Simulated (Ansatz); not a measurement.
hcp Ti was calculated with rVV10 (PAW; Ansatz, a first-principles code).

Numerical settings: plane-wave cutoff 520 eV, 24×24×12 k mesh (along the axes of the cell as run), Fermi–Dirac smearing 0.05 eV, no spin polarisation, scalar-relativistic PAW data made under PBE.

Energies at three volumes about the minimum:

| V (Å³/atom) | E − E_lowest (meV/atom) |
|---|---|
| 17.059 | 2.59 |
| 17.407 | 0.00 |
| 17.755 | 2.43 |

Problem. Fit a parabola by hand: where is the minimum, and what is the bulk modulus?

Solution. Slopes: (0.00 − 2.59)/(17.407 − 17.059) = -7.443 and (2.43 − 0.00)/(17.755 − 17.407) = 6.983 meV/Å³. Curvature E″ = 2 × (6.983 − (-7.443))/(17.755 − 17.059) = 41.454 meV/Å⁶. From the middle of the first interval, the slope vanishes at V0 = 17.2330 − (-7.443)/41.454 = 17.413 Å³/atom. B = V0 E″ = 17.413 × 41.454 meV/Å³ × 0.1602 GPa per meV/Å³ = 116 GPa. The full Birch–Murnaghan fit to all volumes gives V0 = 17.407 Å³/atom and B0 = 116 GPa.

Shape and atoms are relaxed at each volume.

Measured, for comparison: bulk modulus 108 GPa (zero-point energy and finite temperature contributions removed; as tabulated in doi:10.1021/acs.jctc.3c00612). Computed (rounded) less measured: bulk modulus +7 %.

Note: the bulk modulus comes from volumes at which shape and atoms were relaxed.
